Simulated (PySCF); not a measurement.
Species, as SMILES: P#P (P2).
Geometry (B3LYP-D3(BJ)/def2-TZVP, fixed):
```xyz
2

P      0.0000     0.0000    -0.9447
P      0.0000     0.0000     0.9447
```

Basis-set convergence of the lowest singlet excitation energy at PBE with PySCF. Tamm-Dancoff approximation; the state is taken by its order, and sets in which it differs in degeneracy or brightness are left out, yet its character can still change. All functions are spherical. Density fitting with generated auxiliary sets. No added dispersion term, no relativity. Reference: the value in aug-pcseg-3, 3.721 eV, itself unsure by roughly 0.005 eV (its mean distance from aug-cc-pV(Q+d)Z, aug-pcseg-2, aug-cc-pV(T+d)Z). Deviations are taken from unrounded values. Cost is core time over that of 6-311++G(2d,2p), rough, on shared machines of one kind; a dash marks a row that isn't timed (too short, read off another run, short of memory, by another algorithm or on other hardware).

```json
[
 {"basis": "6-31G", "functions": "26", "lowest singlet excitation energy (eV)": "4.057", "minus reference (eV)": "0.336", "cost": "-"},
 {"basis": "pcseg-0", "functions": "26", "lowest singlet excitation energy (eV)": "4.153", "minus reference (eV)": "0.432", "cost": "-"},
 {"basis": "6-31G**", "functions": "36", "lowest singlet excitation energy (eV)": "3.812", "minus reference (eV)": "0.091", "cost": "-"},
 {"basis": "pcseg-1", "functions": "36", "lowest singlet excitation energy (eV)": "3.805", "minus reference (eV)": "0.084", "cost": "-"},
 {"basis": "6-31+G*", "functions": "44", "lowest singlet excitation energy (eV)": "3.793", "minus reference (eV)": "0.072", "cost": "-"},
 {"basis": "cc-pV(D+d)Z", "functions": "46", "lowest singlet excitation energy (eV)": "3.791", "minus reference (eV)": "0.070", "cost": "0.5×"},
 {"basis": "def2-SVPD", "functions": "48", "lowest singlet excitation energy (eV)": "3.783", "minus reference (eV)": "0.063", "cost": "0.5×"},
 {"basis": "6-311++G(2d,2p)", "functions": "70", "lowest singlet excitation energy (eV)": "3.750", "minus reference (eV)": "0.029", "cost": "1×"},
 {"basis": "def2-TZVP", "functions": "74", "lowest singlet excitation energy (eV)": "3.740", "minus reference (eV)": "0.019", "cost": "1×"},
 {"basis": "aug-pcseg-2", "functions": "100", "lowest singlet excitation energy (eV)": "3.733", "minus reference (eV)": "0.012", "cost": "2×"},
 {"basis": "pcseg-3", "functions": "128", "lowest singlet excitation energy (eV)": "3.724", "minus reference (eV)": "0.003", "cost": "3×"},
 {"basis": "def2-QZVPPD", "functions": "152", "lowest singlet excitation energy (eV)": "3.724", "minus reference (eV)": "0.003", "cost": "4×"},
 {"basis": "cc-pV(5+d)Z", "functions": "200", "lowest singlet excitation energy (eV)": "3.726", "minus reference (eV)": "0.005", "cost": "9×"}
]
```

The smallest set listed that lies within 0.2 eV of the reference with all its larger relatives (same family, alike in diffuse functions; a set with none counts only in the reference's own line) is 6-31G** (36 functions, 0.091 eV off), level with pcseg-1. (Relatives not listed, tested too: 6-311G** 0.095, 6-311+G** 0.089, pcseg-2 0.041, cc-pV(T+d)Z 0.021, def2-TZVPP 0.019, def2-TZVPD 0.004, 6-311++G(3df,3pd) 0.013, def2-TZVPPD 0.005, cc-pV(Q+d)Z 0.009, def2-QZVP 0.007, def2-QZVPP 0.007, aug-pcseg-3 0.000, pcseg-4 0.000 eV.)
